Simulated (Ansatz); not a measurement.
Born–Oppenheimer molecular dynamics of FH5Si (7 atoms, charge 0, multiplicity 1). It starts from a rough guess of a transition structure, not a stationary point.

Theory: UKS LDA/def2-mTZVP (Ansatz).

```json
{"ensemble": "NVE (velocity Verlet)", "time step": "0.5 fs", "steps asked": "150", "starting velocities drawn for": "1000 K", "seed": "876431"}
```

First frame:

```xyz
7
Properties=species:S:1:pos:R:3
Si -0.401 0.383 -0.104
H 0.696 -0.979 -0.780
H -1.012 0.593 -1.426
H -1.460 -0.111 0.750
H 0.342 1.587 0.188
H 1.004 -1.002 0.150
F 0.831 -0.472 1.222
```

**Question.** How far do the bonds stretch over the last three quarters of this one trajectory? (Pairs bonded in most of those frames.)

**Answer.** 
| bond | mean (Å) | spread (Å) | shortest | longest |
| --- | --- | --- | --- | --- |
| Si1–H3 | 1.532 | 0.058 | 1.42 | 1.62 |
| Si1–H4 | 1.504 | 0.033 | 1.45 | 1.57 |
| Si1–H5 | 1.516 | 0.058 | 1.42 | 1.60 |
| Si1–F7 | 1.664 | 0.129 | 1.46 | 1.84 |
| H2–H6 | 0.773 | 0.008 | 0.76 | 0.80 |

Mean temperature of the second half: 3109 K. The conserved energy stayed within 0.18 meV per atom of its start (net change 0.12 meV per atom), so the integration is sound. The system heated up, since it started high on the potential surface and ran downhill. A run of 0.075 ps of so small a system gives no equilibrium averages. The orbitals stay closed-shell, which can raise the energy where a bond breaks towards radicals; this wasn't checked here.

Run time: 97 s on 1 thread of Intel(R) Xeon(R) Platinum 8488C (Sapphire Rapids) (shared host), peak memory 0.12 GiB.
